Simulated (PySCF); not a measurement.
C5H9N.
Cartesian coordinates in Å at the GFN2-xTB level; atoms count from 1:
```
atom  x, y, z in Å
C1    -2.0577   -0.4330   -0.2522
C2    -0.6066   -0.5686    0.1915
C3     0.1558    0.7435    0.0219
C4     1.6299    0.6076    0.4259
C5     2.3277   -0.2997   -0.4492
N6     2.8711   -1.0148   -1.1565
H7    -2.5845   -1.3753   -0.1251
H8    -2.1108   -0.1502   -1.3012
H9    -2.5677    0.3282    0.3350
H10   -0.5749   -0.8740    1.2405
H11   -0.1157   -1.3476   -0.3964
H12   -0.3057    1.5180    0.6391
H13    0.0969    1.0642   -1.0208
H14    1.7089    0.2298    1.4496
H15    2.1289    1.5799    0.3760
```

Computed geometry: GFN2-xTB, gas phase.

Take the most abundant isotopes and a rigid rotor. The values belong to one conformer with, in the numbering `[CH3:1][CH2:2][CH2:3][CH2:4][C:5]#[N:6]`, C1–C2–C3–C4 -178°, C2–C3–C4–C5 65°.

Problem. What are A, B and C (MHz)?

Solution. Ia = 65.80, Ib = 276.44, Ic = 317.40 u·Å²; 505379 MHz·u·Å²/I gives A = 7680, B = 1828, C = 1592 MHz.

Problem. What kind of rotor is it?

Solution. A near-prolate asymmetric top: κ = (2 × 1828 − 7680 − 1592)/(7680 − 1592) = -0.92.

Problem. Is it planar, by Δ = Ic − Ia − Ib?

Solution. Not planar: Δ = Ic − Ia − Ib = -24.85 u·Å². For a rigid frame Δ = −2 Σ m c², so Σ m c² = 12.42 u·Å² lies off the ab plane: 7.75 from hydrogen and 4.68 from heavier atoms. The atom farthest from that plane is 1.47 Å away.

Problem. Give the other two planar moments, Paa and Pbb, and the rms extents of the mass along the axes.

Solution. Paa = Σ m a² = (Ib + Ic − Ia)/2 = 264.02 and Pbb = Σ m b² = (Ia + Ic − Ib)/2 = 53.38 u·Å². With the mass M = 83.07 u, the rms extents √(P/M) along a, b and c are 1.78, 0.80, 0.39 Å.

Problem. Estimate the classical rotational partition function at 50 K, 100 K and 298.15 K.

Solution. Point group C1, symmetry number σ = 1; q = (√π/σ)·√((kT/h)³/(ABC)), k/h = 20836.6 MHz/K: 12600 at 50 K, 35700 at 100 K, 184000 at 298.15 K.

Whether it is a minimum is left open (no frequencies). No vibrational averaging or centrifugal distortion is included, and the geometry carries the error of its method.
